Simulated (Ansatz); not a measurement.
Abridged output of a molecular run in Ansatz:

```
Functional definition: HF
1672 factors; integrals over basis functions are off by at most 8.4e-4 eV
mean field evaluation 1: about -27432.9243 eV, gradient 4.2e1 eV
mean field evaluation 2: about -27433.3786 eV, gradient 4.2e1 eV
mean field evaluation 4: about -27437.4221 eV, gradient 4.9e0 eV
mean field evaluation 8: about -27437.5210 eV, gradient 4.8e-1 eV
mean field evaluation 16: about -27437.5225 eV, gradient 2.2e-6 eV
mean field -27437.52247796 eV, -1008.3103532442 hartree, gradient 2.2e-6 eV, S^2 0.000000; 0 other end points of the search recorded, 0 dependent functions left out
14 core orbitals not correlated: weight in the atoms' cores, before any rotation towards them, 1.000 or more for the frozen orbitals, at most 0.000 for the correlated occupied ones
reference -27437.52247796 eV, -1008.3103532442 hartree; 18, 18 occupied and 246, 246 virtual orbitals, 1672 factors
second order -29.96613307 eV of doubles, -0.00000000 eV of singles
cycle   1  -30.32021308 eV  change   -3.5e-1 eV  update   1.2e-1
cycle   2  -31.10211473 eV  change   -7.8e-1 eV  update   3.8e-2
cycle   3  -31.27745762 eV  change   -1.8e-1 eV  update   2.0e-2
cycle   4  -31.25990962 eV  change    1.8e-2 eV  update   5.3e-3
cycle   5  -31.25931806 eV  change    5.9e-4 eV  update   3.0e-3
cycle   6  -31.26098382 eV  change   -1.7e-3 eV  update   1.1e-3
cycle   7  -31.26050822 eV  change    4.8e-4 eV  update   6.0e-4
cycle   8  -31.26036987 eV  change    1.4e-4 eV  update   2.6e-4
cycle   9  -31.26046389 eV  change   -9.4e-5 eV  update   1.2e-4
cycle  10  -31.26042499 eV  change    3.9e-5 eV  update   5.9e-5
cycle  11  -31.26040636 eV  change    1.9e-5 eV  update   2.8e-5
perturbative correction -1.39509771 eV, -0.0512688952 hartree
Total energy: -27470.17798203 eV, -1009.5104208841 hartree
```

Its atoms:

```xyz
11

O     1.242   -2.144   -1.813
P    -0.187   -1.756   -1.143
N     0.274   -0.363   -0.227
C    -0.598    0.458    0.169
C    -0.208    1.651    0.975
Cl   -0.956    3.120    0.296
H     1.983   -2.050   -1.203
H    -0.177   -2.607    0.009
H    -1.674    0.358   -0.037
H    -0.570    1.559    2.001
H     0.873    1.774    0.972
```

Q: Which basis set was used?
A. def2-TZVPPD
B. def2-TZVPP
C. def2-QZVPP
D. cc-pV(D+d)Z

A: B. It gives 278 functions.

Q: Write the keys of the input that set method, charge and spin (a neutral closed shell needs none for the last two).

A: 
```yaml
correlation: {method: ccsd_t}
```
